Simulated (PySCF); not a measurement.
# The bond of HCl−, level by level

What are the lowest state that PBE0 finds, the bond length, vibrational wavenumber and bond energy of HCl−, and how much do these hang on the method?

Computed with PySCF 2.14.0. Level: H aug-cc-pVDZ-DK, Cl aug-cc-pVDZ-DK, spin-free X2C with a Gaussian nucleus.

1 further run of the same task is left out (set aside as unsound or not needed).

## Step 1: Input

The job is set up so:

* atoms: H, Cl
* charge: -1
* basis: H aug-cc-pVDZ-DK, Cl aug-cc-pVDZ-DK
* Hamiltonian: spin-free X2C with a Gaussian nucleus
* basis functions: 36
* electrons treated: 19
* masses in u: 1.0078, 34.9689
* levels: PBE0, PBE, r²SCAN, LDA, PW91, r²SCANh, HF, MP2, SCS-MP2, CCSD, CCSD(T)
* grid: 80 radial by 434 angular points
* occupations: held fixed by the projection of orbital angular momentum
* dissociation limit: H + Cl−, each in its ground configuration
* starting distance in angstrom: 1.390
* values of 2S to try: 1, 3

Started as:

```bash
$ OMP_NUM_THREADS=1 python dia.py task.json out
```

Further steps of the session: First curve: PBE0; PBE; r²SCAN (meta-GGA); LDA (local density); PW91 (GGA); r²SCANh; UHF (mean field); Correlated methods on the Hartree–Fock reference.

What does the calculation give? Wanted: for each run, Re; ωe; De; μ.

As calculated:

Lowest PBE0 solution found, without spin–orbit coupling: ²Σ⁺ (doublet), unpaired electrons σ ↑.

```csv
level,Re (Å),ωe (cm⁻¹),De (eV),μ (D)
UHF-MP2,1.339,2138,0.129,n/a
UHF-SCS-MP2,1.335,2232,0.157,n/a
LDA,1.422,1429,0.86,4.68
PBE,1.425,1236,0.462,4.91
PBE0,1.370,1684,0.360,5.50
```

De is counted to H + Cl− in their ground configurations. A positive dipole points from H to Cl; in an ion it is taken about the centre of mass and does not tell which atom is negative. No constants: UHF (fits of two degrees disagree); UHF-CCSD (fits of two degrees disagree); UHF-CCSD(T) (fits of two degrees disagree); PW91 (fits of two degrees disagree); r²SCAN (fits of two degrees disagree); r²SCANh (too few points lie around the minimum).

What this shows: Bond lengths run from 1.335 Å (UHF-SCS-MP2) to 1.425 Å (PBE). Of the levels with a De here, UHF-MP2 gives the least (0.129 eV) and LDA the most (0.86 eV).

Correlated steps freeze 5 core orbitals. A negative De means that the minimum lies above the separated atoms at that level. With some functionals the highest level of the anion is positive, from self-interaction error or because the anion is truly unbound there; the finite basis then holds the extra electron, and no neutral molecule was run to test the binding.
